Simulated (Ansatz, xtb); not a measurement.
# Two isomers of CH2O2+

Structure I is the doublet with the links of `[O][CH+]O` and structure II is the doublet with the links of `[H]/[O+]=[C]\O`. Both are isolated ions in the gas phase, relaxed with B3LYP/6-31G*; the shapes shown needn't be the lowest conformers.

I (Å):

```xyz
5

C     0.4244   -0.1562    0.8938
O    -0.7798   -0.1995    0.5249
O     0.8602    0.4327    1.9386
H     1.1508   -0.6775    0.2459
H     0.1825    0.8890    2.4954
```

II (Å):

```xyz
5

C     0.2796    0.5154    0.3722
O     0.9519   -0.5369    0.3231
O    -0.8421    0.8735    0.7909
H     0.6003   -1.3915    0.6872
H    -1.4610    0.2290    1.2248
```

Task: Estimate which is lower in electronic energy at CCSD(T)/def2-TZVP, and by roughly how much.

Result: The CCSD(T)/def2-TZVP calculation puts structure I lower, by 3.5 kcal/mol.

How the difference moves with the method:

| level | geometry | E(II) − E(I) (kcal/mol) | departure from the last row (kcal/mol) | job, with rough time for the two |
| --- | --- | --- | --- | --- |
| GFN2-xTB | GFN2-xTB | −5.3 | −8.9 | optimisation, 1.8 s |
| HF/STO-3G | GFN2-xTB | +5.6 | +2.1 | single point, 1.5 s |
| r2SCAN-D4/def2-SVP | GFN2-xTB | −2.8 | −6.4 | single point, 8.9 s |
| B3LYP/6-31G* | B3LYP/6-31G* | +7.1 | +3.6 | optimisation, 72 s |
| HF/def2-TZVP | B3LYP/6-31G* | +10.4 | +6.9 | part of the CCSD(T) run |
| MP2/def2-TZVP | B3LYP/6-31G* | −3.4 | −6.9 | part of the CCSD(T) run |
| CCSD(T)/def2-TZVP | B3LYP/6-31G* | +3.5 |  | single point, 2.3 min |

As drawn, II has 1 O–H, 1 C=O in place of 1 C–O, 1 C–H.

GFN2-xTB, r2SCAN-D4/def2-SVP, MP2/def2-TZVP put the two in the other order. The largest departure from CCSD(T)/def2-TZVP is that of GFN2-xTB, 8.9 kcal/mol.

With harmonic frequencies from B3LYP/6-31G* (ideal gas, rigid rotor, one conformer each, 200 K, 1 atm): on the last row, ΔE + ΔZPE = +2.9, ΔH = +3.0, ΔG = +3.2 kcal/mol.

Open shells are spin-unrestricted. The correlated steps freeze 3 core orbitals. Run with Ansatz 0.2.0, xtb 6.7.1; the last row on 1 thread of AMD EPYC (Zen 3) on a shared host.
